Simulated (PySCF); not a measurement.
# LiMg⁻ with other numerical set-ups

Aim: see how much the energy and properties of LiMg⁻ depend on the numerical set-up.

The runs use PySCF 2.14.0; each script names its method and basis.

2 further runs of the same task are left out: 2 that didn't finish.

### Step 1. The starting structure

LiMg⁻: 2 atoms, charge -1, spin multiplicity 1.

No contacts short enough for the rule that draws bonds.

### Step 2. Base script

File input.py:

```python
from pyscf import gto, scf, cc

mol = gto.M(
    atom='Li 0 0 0; Mg 0 0 3.151',
    basis='x2c-svpall',
    charge=-1,
    spin=0,
    verbose=4,
)
mf = scf.RHF(mol)
mf = mf.sfx2c1e()
mf.kernel()
mycc = cc.CCSD(mf)
mycc.kernel()
mf.dip_moment()
print('orbital energies (hartree):', mf.mo_energy[..., max(0, mol.nelec[1]-3):mol.nelec[0]+3].round(4))
```

Command:

```console
$ OMP_NUM_THREADS=1 python input.py
```

The log of this run is left out.

In short: E(SCF) = -207.251724 Eh, 9 cycles, E(CCSD) − E(SCF) = -0.07383 Eh.

The bond length is a typed value, not an optimised one. The dipole of an ion depends on the origin.

### Step 3. 6-311++g** (X2C off)

Variant 1 changes basis set: x2c-svpall → 6-311++g**; spin-free X2C: on → off.

File input.py:

```python
from pyscf import gto, scf, cc

mol = gto.M(
    atom='Li 0 0 0; Mg 0 0 3.151',
    basis='6-311++g**',
    charge=-1,
    spin=0,
    verbose=4,
)
mf = scf.RHF(mol)
mf.kernel()
mycc = cc.CCSD(mf)
mycc.kernel()
mf.dip_moment()
print('orbital energies (hartree):', mf.mo_energy[..., max(0, mol.nelec[1]-3):mol.nelec[0]+3].round(4))
```

Command:

```console
$ OMP_NUM_THREADS=1 python input.py
```

### Step 4. Def2-svp (X2C off)

Variant 2 changes basis set: x2c-svpall → def2-svp; spin-free X2C: on → off.

input.py: that of step 2 with these lines changed.

```diff
@@ -4,3 +4,3 @@
     atom='Li 0 0 0; Mg 0 0 3.151',
-    basis='x2c-svpall',
+    basis='def2-svp',
     charge=-1,
@@ -10,3 +10,2 @@
 mf = scf.RHF(mol)
-mf = mf.sfx2c1e()
 mf.kernel()
```

### Step 5. 3-21g (X2C off)

Variant 3 changes basis set: x2c-svpall → 3-21g; spin-free X2C: on → off.

input.py: that of step 2 with these lines changed.

```diff
@@ -4,3 +4,3 @@
     atom='Li 0 0 0; Mg 0 0 3.151',
-    basis='x2c-svpall',
+    basis='3-21g',
     charge=-1,
@@ -10,3 +10,2 @@
 mf = scf.RHF(mol)
-mf = mf.sfx2c1e()
 mf.kernel()
```

### Step 6. Density fitting weigend

Variant 4 changes density fitting: none → weigend.

input.py: that of step 2 with these lines changed.

```diff
@@ -11,2 +11,3 @@
 mf = mf.sfx2c1e()
+mf = mf.density_fit(auxbasis='weigend')
 mf.kernel()
```

### Step 7. Spin-free X2C off

Variant 5 changes spin-free X2C: on → off.

input.py: that of step 2 with these lines changed.

```diff
@@ -10,3 +10,2 @@
 mf = scf.RHF(mol)
-mf = mf.sfx2c1e()
 mf.kernel()
```

Q: Predict the outcome of this session. Wanted: for each run, E(SCF); from base; gap; after the SCF.

**Answer**, as computed:

```
                            run  E(SCF) (hartree)  from base (eV)  cycles  gap (eV)  functions               after the SCF
                           base       -207.251724               0       9      4.45         27  CCSD correlation -2.009 eV
           6-311++g** (X2C off)       -207.032128  not comparable      11      2.58         52  CCSD correlation -5.743 eV
             def2-svp (X2C off)       -206.949158  not comparable       9      4.45         27  CCSD correlation -2.010 eV
                3-21g (X2C off)       -205.836067  not comparable       8      4.21         22  CCSD correlation -1.820 eV
        density fitting weigend       -205.929297        +35.9851       9      4.42         27  CCSD correlation -2.130 eV
spin-free X2C off (poor choice)       -206.924555  not comparable       9      4.45         27  CCSD correlation -2.013 eV
```

Rows marked «poor choice» come from settings spoiled on purpose.
